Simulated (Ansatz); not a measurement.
Basis-set series for BH2S, SMILES `[BH]S` radical. Charge 0, multiplicity 2. Geometry: relaxed with PBE0-D4/def2-TZVP.

Z-matrix (Å, degrees):
```
B
S 1 1.734
H 1 1.187 2 133.0
H 2 1.358 1 101.9 3 -0.2
```

| functional | basis | functions | energy (Eh) | HOMO (eV) | LUMO (eV) |
| --- | --- | --- | --- | --- | --- |
| PBE0-D4 | def2-SVP | 42 | -423.86031 | -6.03 | -1.46 |
| PBE0-D4 | def2-QZVPP | 187 | -424.03994 | -6.12 | -1.68 |
| ωB97M-V | def2-SVP | 42 | -423.98939 | -7.80 | 0.27 |
| ωB97M-V | def2-QZVPP | 187 | -424.16979 | -7.96 | -0.13 |

Question: Give the rows for def2-TZVPP. (Best estimate.)

Answer: Ansatz gave: 
| functional | basis | functions | energy (Eh) | HOMO (eV) | LUMO (eV) |
| --- | --- | --- | --- | --- | --- |
| PBE0-D4 | def2-TZVPP | 101 | -424.02617 | -6.11 | -1.65 |
| ωB97M-V | def2-TZVPP | 101 | -424.15670 | -7.93 | -0.05 |

HOMO and LUMO are taken over both spins.
